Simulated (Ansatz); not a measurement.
# CH3Na: one species, many methods

One table from this session's results is given with a row withheld; the runs are named, their logs left out.

The runs use Ansatz 0.2.0, Gaussian basis; functionals in def2-TZVPP, the program's frozen cores in correlated methods.

Plan: LDA (SPW92), PBE-D4, revPBE-D4, BLYP-D4, r2SCAN-D4, B97M-V, PBE0-D4, B3LYP-D4, r2SCANh-D4, r2SCAN0-D4, HSE06-D4, BHLYP-D4, CAM-B3LYP-D4, LC-ωPBE, ωB97X-V, ωB97M-V, B2PLYP, PBE-QIDH; CCSD(T)/def2-SVP; CCSD(T)/def2-TZVPP; CCSD(T)/def2-QZVPP; extrapolation to the limit; RPA on PBE.

**The relaxed structure**

An earlier PBE0-D4 in a triple-zeta def2 set relaxation fixed the geometry.

SMILES `[CH3][Na]`, 5 atoms, charge 0, spin multiplicity 1.

Atoms are counted from 1 here; the program's logs count them from 0.

Bond lengths: C1–Na2 2.300 Å, C1–H3 1.095 Å, C1–H4 1.095 Å, C1–H5 1.095 Å. Angles: Na2–C1–H3 110.6°, Na2–C1–H4 110.6°, Na2–C1–H5 110.6°, H3–C1–H4 108.3°, H3–C1–H5 108.3°, H4–C1–H5 108.3°.

Set-up of the first run:

File in.yaml:

```yaml
crystal:
  periodic: [false, false, false]
  atoms:
    - {symbol: C, position_ang: [-0.098712, -0.066636, -0.202637]}
    - {symbol: Na, position_ang: [0.994624, 0.455411, 1.752737]}
    - {symbol: H, position_ang: [-0.020200, -1.137974, -0.414189]}
    - {symbol: H, position_ang: [-1.160018, 0.192878, -0.132206]}
    - {symbol: H, position_ang: [0.334205, 0.482620, -1.045005]}
basis:
  gaussian: {orbitals: def2-TZVPP}
hamiltonian: {xc: lda}
output: {orbitals: {seedname: orbitals}}
```

Among the steps run: LDA; PBE-D4 (GGA); revPBE-D4 (GGA); BLYP-D4 (GGA); r2SCAN-D4 (meta-GGA); B97M-V (meta-GGA); PBE0-D4 (hybrid); B3LYP-D4 (hybrid); r2SCANh-D4 (hybrid); r2SCAN0-D4 (hybrid); HSE06-D4 (hybrid); BHLYP-D4 (hybrid); CAM-B3LYP-D4 (range-separated); LC-ωPBE-D4 (range-separated; the results give it without D4); ωB97X-V (range-separated); ωB97M-V (range-separated); B2PLYP (double hybrid); PBE-QIDH (double hybrid).

One table of the session follows, with a row left open; its other results are not shown here.

It belongs to the step «Frontier levels by functional». 

```
  functional  HOMO (eV)  LUMO (eV)  gap (eV)
 LDA (SPW92)      -3.90      -1.82      2.08
      PBE-D4          ?          ?         ?
   revPBE-D4      -3.65      -1.73      1.92
     BLYP-D4      -3.72      -1.82      1.89
   r2SCAN-D4      -3.67      -1.33      2.34
      B97M-V      -3.86      -1.85      2.01
     PBE0-D4      -4.59      -1.25      3.34
    B3LYP-D4      -4.52      -1.53      2.99
  r2SCANh-D4      -4.03      -1.17      2.86
  r2SCAN0-D4      -4.59      -0.95      3.64
    HSE06-D4      -4.20      -1.56      2.64
    BHLYP-D4      -5.50      -0.94      4.56
CAM-B3LYP-D4      -5.89      -0.78      5.12
     LC-ωPBE      -7.01      -0.08      6.92
     ωB97X-V      -6.72      -0.05      6.67
     ωB97M-V      -6.68      -0.39      6.29
```

Estimate the missing values for PBE-D4.

**Answer.** HOMO (eV): -3.75; LUMO (eV): -1.77; gap (eV): 1.98. In the column «HOMO (eV)» it lies between B97M-V (-3.86) and BLYP-D4 (-3.72).
